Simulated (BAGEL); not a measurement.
# triplet C2HFO2 at 3 levels

We compute a comparison of 3 runs (ROHF/6-31G*, UHF/6-31G*, ROHF/cc-pVDZ) of triplet C2HFO2. 

The results are computed with BAGEL 1.2.2.

## Step 1: Starting point

C2HFO2: 6 atoms, total charge 0, spin state triplet. As SMILES of the parent species, `O=C1OC1F`. Geometry: relaxed at PBE0-D4/def2-TZVP. That shape belongs to the parent species and isn't relaxed for this state.

Bond lengths: O1–C2 1.178 Å, C2–O3 1.338 Å, C2–C4 1.443 Å, O3–C4 1.463 Å, C4–F5 1.331 Å, C4–H6 1.086 Å. Angles: O1–C2–O3 138.9°, O1–C2–C4 157.7°, O3–C2–C4 63.4°, C2–O3–C4 61.8°, C2–C4–O3 54.8°, C2–C4–F5 120.5°, O3–C4–F5 114.3°, C2–C4–H6 125.4°, O3–C4–H6 114.7°, F5–C4–H6 112.2°.

## Step 2: The energy at ROHF/6-31G(d) (density fitting with qzvpp-jkfit, spherical functions) (run 1)

input.json

```json
{ "bagel": [

{
  "title": "molecule",
  "basis": "6-31gs.json",
  "df_basis": "qzvpp-jkfit",
  "angstrom": true,
  "geometry": [
    { "atom": "O", "xyz": [   -0.635200,   -1.919200,    0.071700 ] },
    { "atom": "C", "xyz": [   -0.117100,   -0.862400,    0.028300 ] },
    { "atom": "O", "xyz": [    1.094400,   -0.341000,   -0.198800 ] },
    { "atom": "C", "xyz": [   -0.014300,    0.576300,    0.067400 ] },
    { "atom": "F", "xyz": [   -0.384000,    1.307800,   -0.981200 ] },
    { "atom": "H", "xyz": [    0.098400,    1.174500,    0.966500 ] }
  ]
},
{
  "title": "rohf",
  "nopen": 2
},
{
  "title": "print",
  "file": "orbitals.molden",
  "orbitals": true
}

]}
```

The basis set 6-31G* is read from a file made from the Basis Set Exchange's data (not shown).

Command:

```console
$ BAGEL_NUM_THREADS=1 BAGEL input.json > input.out
```

The program printed:

```text
* using 1 threads per process

  ===============================================================
  ===============================================================

  *** Geometry ***

  { "atom" : "O", "xyz" : [     -1.200354,     -3.626762,      0.135493 ] },
  { "atom" : "C", "xyz" : [     -0.221287,     -1.629700,      0.053479 ] },
  { "atom" : "O", "xyz" : [      2.068116,     -0.644397,     -0.375678 ] },
  { "atom" : "C", "xyz" : [     -0.027023,      1.089049,      0.127368 ] },
  { "atom" : "F", "xyz" : [     -0.725655,      2.471384,     -1.854199 ] },
  { "atom" : "H", "xyz" : [      0.185949,      2.219483,      1.826420 ] },

  Number of auxiliary basis functions:      399

  Since a DF basis is specified, we compute 2- and 3-index integrals:
    o Being stored without compression. Storage requirement is 0.017 GB

  Number of basis functions:       72
  Number of electrons      :       38

    * METHOD: MOLECULE                             0.12

  *** Open-shell HF ***

  === Nuclear Repulsion ===
   166.0514333335

      * DIIS with orbital gradients will be used.

  === ROHF iteration (6-31gs.json) ===
      0       -324.89536260          0.05448927           0.06
      1       -325.02134838          0.04713122           0.06
      2       -325.08794773          0.03685640           0.06
      3       -325.20429721          0.00385528           0.06
      4       -325.20846440          0.00256384           0.06
      5       -325.21368586          0.00265681           0.06
      6       -325.21678142          0.00258085           0.06
      7       -325.22030750          0.00254426           0.06
      8       -325.22292451          0.00552400           0.06
      9       -325.23304377          0.00196919           0.06
[... 29 lines of this table left out ...]
     39       -325.23469661          0.00000002           0.06
     40       -325.23469660          0.00000002           0.06
     41       -325.23469660          0.00000001           0.06
     42       -325.23469660          0.00000001           0.06
    * SCF iteration converged.

    * S^2 (ROHF) is 2.0000

    * Permanent dipole moment:
           (    0.326463,    -0.323490,    -0.643959) a.u.

    * METHOD: ROHF                                 2.56

    * METHOD: PRINT                                0.01

  ===============================================================
```

Wall time 2.9 s (1 thread of Arm Neoverse V2, shared host); peak memory 0.086 GiB.

## Step 3: A single-point energy at UHF/6-31G(d) (density fitting with qzvpp-jkfit, spherical functions) (run 2)

input.json

```json
{ "bagel" : [

{
  "title" : "molecule",
  "basis" : "6-31gs.json",
  "df_basis" : "qzvpp-jkfit",
  "angstrom" : true,
  "geometry" : [
    { "atom" : "O", "xyz" : [   -0.635200,   -1.919200,    0.071700 ] },
    { "atom" : "C", "xyz" : [   -0.117100,   -0.862400,    0.028300 ] },
    { "atom" : "O", "xyz" : [    1.094400,   -0.341000,   -0.198800 ] },
    { "atom" : "C", "xyz" : [   -0.014300,    0.576300,    0.067400 ] },
    { "atom" : "F", "xyz" : [   -0.384000,    1.307800,   -0.981200 ] },
    { "atom" : "H", "xyz" : [    0.098400,    1.174500,    0.966500 ] }
  ]
},
{ "title" : "uhf", "nopen" : 2 },
{ "title" : "print", "file" : "orbitals.molden", "orbitals" : true }

]}
```

The basis set 6-31G* is read from a file made from the Basis Set Exchange's data (not shown).

Command:

```console
$ BAGEL_NUM_THREADS=1 BAGEL input.json > input.out
```

The program printed:

```text
* using 1 threads per process

  ===============================================================
  ===============================================================

  *** Geometry ***

  { "atom" : "O", "xyz" : [     -1.200354,     -3.626762,      0.135493 ] },
  { "atom" : "C", "xyz" : [     -0.221287,     -1.629700,      0.053479 ] },
  { "atom" : "O", "xyz" : [      2.068116,     -0.644397,     -0.375678 ] },
  { "atom" : "C", "xyz" : [     -0.027023,      1.089049,      0.127368 ] },
  { "atom" : "F", "xyz" : [     -0.725655,      2.471384,     -1.854199 ] },
  { "atom" : "H", "xyz" : [      0.185949,      2.219483,      1.826420 ] },

  Number of auxiliary basis functions:      399

  Since a DF basis is specified, we compute 2- and 3-index integrals:
    o Being stored without compression. Storage requirement is 0.017 GB

  Number of basis functions:       72
  Number of electrons      :       38

    * METHOD: MOLECULE                             0.12

  *** Open-shell HF ***

  === Nuclear Repulsion ===
   166.0514333335

      * DIIS with orbital gradients will be used.

  === UHF iteration (6-31gs.json) ===
      0       -324.89536260          0.05448927           0.06
      1       -325.03727836          0.04623071           0.06
      2       -325.11555687          0.03481289           0.06
      3       -325.21877118          0.00335895           0.06
      4       -325.22587337          0.00259208           0.06
      5       -325.23180393          0.00244906           0.06
      6       -325.23887300          0.00173660           0.06
      7       -325.24426969          0.00087270           0.06
      8       -325.24455174          0.00073483           0.06
      9       -325.24512416          0.00036074           0.06
[... 25 lines of this table left out ...]
     35       -325.24533807          0.00000003           0.06
     36       -325.24533807          0.00000002           0.06
     37       -325.24533807          0.00000001           0.06
     38       -325.24533807          0.00000001           0.06
    * SCF iteration converged.

    * S^2 (UHF) is 2.0244

    * Permanent dipole moment:
           (    0.298308,    -0.376668,    -0.639941) a.u.

    * METHOD: UHF                                  2.30

    * METHOD: PRINT                                0.01

  ===============================================================
```

Wall time 2.6 s (1 thread of Arm Neoverse V2, shared host); peak memory 0.086 GiB.

## Step 4: The energy at ROHF/cc-pVDZ (density fitting with qzvpp-jkfit) (run 3)

job.json

```json
{ "bagel": [

{
  "title": "molecule",
  "basis": "cc-pvdz.json",
  "df_basis": "qzvpp-jkfit",
  "angstrom": true,
  "geometry": [
    { "atom": "O", "xyz": [      -0.635200,      -1.919200,       0.071700 ] },
    { "atom": "C", "xyz": [      -0.117100,      -0.862400,       0.028300 ] },
    { "atom": "O", "xyz": [       1.094400,      -0.341000,      -0.198800 ] },
    { "atom": "C", "xyz": [      -0.014300,       0.576300,       0.067400 ] },
    { "atom": "F", "xyz": [      -0.384000,       1.307800,      -0.981200 ] },
    { "atom": "H", "xyz": [       0.098400,       1.174500,       0.966500 ] }
  ]
},

{ "title": "rohf", "nopen": 2 },

{ "title": "print", "file": "orbitals.molden", "orbitals": true }

]}
```

The basis set cc-pVDZ is read from a file made from the Basis Set Exchange's data (not shown).

Command:

```console
$ BAGEL_NUM_THREADS=1 BAGEL job.json > job.out
```

The program printed:

```text
* using 1 threads per process

  ===============================================================
  ===============================================================

  *** Geometry ***

  { "atom" : "O", "xyz" : [     -1.200354,     -3.626762,      0.135493 ] },
  { "atom" : "C", "xyz" : [     -0.221287,     -1.629700,      0.053479 ] },
  { "atom" : "O", "xyz" : [      2.068116,     -0.644397,     -0.375678 ] },
  { "atom" : "C", "xyz" : [     -0.027023,      1.089049,      0.127368 ] },
  { "atom" : "F", "xyz" : [     -0.725655,      2.471384,     -1.854199 ] },
  { "atom" : "H", "xyz" : [      0.185949,      2.219483,      1.826420 ] },

  Number of auxiliary basis functions:      399

  Since a DF basis is specified, we compute 2- and 3-index integrals:
    o Being stored without compression. Storage requirement is 0.018 GB

  Number of basis functions:       75
  Number of electrons      :       38

    * METHOD: MOLECULE                             0.12

  *** Open-shell HF ***

  === Nuclear Repulsion ===
   166.0514333335

      * DIIS with orbital gradients will be used.

  === ROHF iteration (cc-pvdz.json) ===
      0       -324.94185402          0.03991112           0.06
      1       -325.06401295          0.03634678           0.06
      2       -325.12421389          0.02833677           0.06
      3       -325.22959777          0.00312782           0.06
      4       -325.23414605          0.00234192           0.06
      5       -325.23873738          0.00224154           0.06
      6       -325.24143500          0.00222315           0.06
      7       -325.24143489          0.00222968           0.06
      8       -325.25202142          0.00166396           0.06
      9       -325.25586942          0.00159005           0.06
[... 21 lines of this table left out ...]
     31       -325.25981110          0.00000004           0.06
     32       -325.25981111          0.00000002           0.06
     33       -325.25981111          0.00000001           0.06
     34       -325.25981111          0.00000001           0.06
    * SCF iteration converged.

    * S^2 (ROHF) is 2.0000

    * Permanent dipole moment:
           (    0.299388,    -0.268755,    -0.656109) a.u.

    * METHOD: ROHF                                 2.23

    * METHOD: PRINT                                0.01

  ===============================================================
```

Run time: 2.5 s. Hardware: 1 thread of Arm Neoverse V2, shared host; peak memory 0.088 GiB.

## Step 5: The series

| run | level | energy (Eh) | dipole moment (D) | ⟨S²⟩ | wall time |
| --- | --- | --- | --- | --- | --- |
| 1 | ROHF/6-31G* (density fitting with qzvpp-jkfit, spherical functions) | -325.234697 | 2.01 | 2.000 | 2.9 s |
| 2 | UHF/6-31G* (density fitting with qzvpp-jkfit, spherical functions) | -325.245338 | 2.03 | 2.024 | 2.6 s |
| 3 | ROHF/cc-pVDZ (density fitting with qzvpp-jkfit) | -325.259811 | 1.96 | 2.000 | 2.5 s |

## Step 6: Outcome

| quantity | value |
| --- | --- |
| run 3: total energy | -325.25981 Eh |
| run 3: dipole moment | 1.96 D |
| run 3: ⟨S²⟩ | 2.000 |

The dipole moment (its size) runs from 1.96 D (ROHF/cc-pVDZ) to 2.03 D (UHF/6-31G*). The two ends differ in method and basis. All runs together took 7.9 s, the longest 2.9 s.
